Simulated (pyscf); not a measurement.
Elementary routes open to Cl–GeH₃ + water (H₂O) in the gas phase (singlet surface):
A. HO–GeH₂–Cl + hydrogen (H₂) (Ge–H, H–O broken; Ge–O, H–H formed)
B. HO–GeH₃ + hydrogen chloride (HCl) (Cl–Ge, H–O broken; Ge–O, Cl–H formed)

Single points on ωB97X-D3(BJ)/def2-SVP structures (PySCF, gas phase).

Task: Rank the routes by free-energy barrier at 1200 K, lowest first, for ωB97M-D3(BJ)/def2-TZVP energies (ideal gas, 1 atm, RRHO with modes under 100 cm⁻¹ raised to 100, one conformer, R ln 2 for chiral ones without a mode under 150 cm⁻¹).

Result: B (59.9 kcal/mol), A (76.1 kcal/mol)

Route B is the fastest of these, ahead of the next by 16.1 kcal/mol. The most stable products are those of A (ΔG = -5.6 kcal/mol), whose barrier is 16.1 kcal/mol higher: the kinetic and the thermodynamic product differ. At 298 K B is still the fastest. A: On the reactant side the descent ends in a complex, 4.4 kcal/mol under the separated species and 43.8 kcal/mol under the saddle at ωB97X-D3(BJ)/def2-TZVP. B: On the reactant side the descent ends in a complex, 4.4 kcal/mol under the separated species and 25.2 kcal/mol under the saddle at ωB97X-D3(BJ)/def2-TZVP. On the product side the descent ends in a complex, 6.9 kcal/mol under the separated species and 14.2 kcal/mol under the saddle at ωB97X-D3(BJ)/def2-TZVP. Only these routes are compared; each barrier is that of the saddle found, and lower ones may exist. Elements up to Kr have no core potential and no relativistic terms here.
